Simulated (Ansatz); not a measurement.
Two isomers of C2H5NO: A = `CC(N)=O`, B = `C=C(N)O`.

Gas-phase electronic energies from Ansatz, PBE0-D4/def2-TZVP geometries. CCSD(T)/CBS adds triple-zeta CCSD(T) − MP2 to the extrapolated MP2 energy (def2 sets, frozen cores). Functionals use def2-TZVPP. B3LYP here is the variant with VWN-RPA as its local correlation; programs differ in this. Each species was taken in one conformer, which may not be the lowest.

A:

```xyz
9

C    -0.3256    0.2156   -1.0301
C     0.0727    0.4507    0.4063
N     0.3849   -0.6612    1.1194
O     0.1177    1.5616    0.8890
H     0.4183    0.6866   -1.6749
H    -0.4124   -0.8382   -1.2976
H    -1.2780    0.7144   -1.2109
H     0.3527   -1.5805    0.7219
H     0.6697   -0.5489    2.0769
```

B:

```xyz
9

C     1.145   -0.236   -0.271
C    -0.119    0.148   -0.056
N    -0.856   -0.080    1.083
O    -0.853    0.878   -0.930
H     1.673   -0.838    0.454
H     1.677    0.077   -1.159
H    -1.848   -0.163    0.919
H    -0.490   -0.800    1.684
H    -0.328    1.014   -1.724
```

**Question.** Which isomer does CCSD(T)/CBS put lower? Give the gap. (Estimate.)

**Answer.** Ansatz gave: A, by 97.1 kJ/mol.

**Question.** Give E(B) − E(A) in kJ/mol with CCSD(T)/def2-SVP, B3LYP-D4, r2SCAN-D4, PBE0-D4, CCSD/def2-TZVPP, LDA (SPW92), B2PLYP. (Best estimate.)

**Answer.** Ansatz gave: CCSD(T)/def2-SVP 113.0, B3LYP-D4 102.4, r2SCAN-D4 102.8, PBE0-D4 100.7, CCSD/def2-TZVPP 99.6, LDA (SPW92) 92.7, B2PLYP 104.1. None reverses the order clearly.

**Question.** Does the order hold for the free energy at 298.15 K (harmonic terms from PBE0-D4)? (An estimate is asked.)

**Answer.** Ansatz gave: Yes: G(B) − G(A) = +102.9 kJ/mol, for one conformer each. Modes under 60 cm⁻¹, often nearly free rotors, make the harmonic entropy too high.

Largest T1 diagnostic: 0.014.

At CCSD(T), def2-SVP lies +15.9 kJ/mol from the extrapolated value and def2-TZVPP +2.7 kJ/mol. Leaving LDA and LC-ωPBE aside and taking each functional with its dispersion term where it has one, the values, not all of them listed here, spread over 6.4 kJ/mol, from ωB97M-V to ωB97X-V. LDA lies −10.1 kJ/mol from PBE without D4.
